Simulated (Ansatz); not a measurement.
Species: CH4N, charge 0, doublet. CH4N (SMILES [CH2]N, doublet).
B3LYP-D3(BJ)/def2-TZVP minimum from Ansatz (a first-principles code):
```xyz
6

C      0.1231     0.7206    -0.0043
N     -0.0884    -0.6546     0.0035
H     -0.4969    -1.0305     0.8459
H     -0.5248    -1.0357    -0.8225
H      0.4664     1.1652     0.9184
H      0.4354     1.1594    -0.9407
```
Charge 0, spin multiplicity 2.

Quantity: atomisation energy (electronic, to ground-state atoms), in kcal/mol. Radicals and triplets start from unrestricted determinants; spin-orbit coupling is neglected. CBS(X,Y): correlation extrapolated as X^-3, Hartree-Fock from the larger set (Q,5: extrapolated as (X+1)exp(-9√X)). A bracket is a step between two methods taken in the basis named. The functionals are non-relativistic, so their misses hold any scalar relativity. Double hybrids freeze cores in their MP2 part. 'core' is core correlation in cc-pwCVTZ, 'X2C' scalar relativity in cc-pVTZ-DK, both at CCSD(T). For partners of very few electrons the exact lower level stands in for a higher one.

CCSD(T)/CBS(cc-pVQZ,cc-pV5Z) + [CCSDT(Q) - CCSD(T)]/cc-pVTZ + core + X2C (Ansatz) gives 482.0 kcal/mol.

Question: How far off this value is PBE/def2-TZVPD (Ansatz), in which direction, and which of these levels come nearer: B3LYP/def2-TZVPD, PBE0/def2-TZVPD, B2PLYP/def2-TZVPD, CCSD(T)/CBS(cc-pVQZ,cc-pV5Z) + core + X2C?

Answer: PBE gives 495.3 kcal/mol, 13.3 kcal/mol above it. Differences of the others: B3LYP/def2-TZVPD (Ansatz) 4.2; PBE0/def2-TZVPD (Ansatz) 2.7; B2PLYP/def2-TZVPD (Ansatz) -3.9; CCSD(T)/CBS(cc-pVQZ,cc-pV5Z) + core + X2C (Ansatz) -0.1 kcal/mol. Nearer than PBE: B3LYP/def2-TZVPD, PBE0/def2-TZVPD, B2PLYP/def2-TZVPD, CCSD(T)/CBS(cc-pVQZ,cc-pV5Z) + core + X2C.
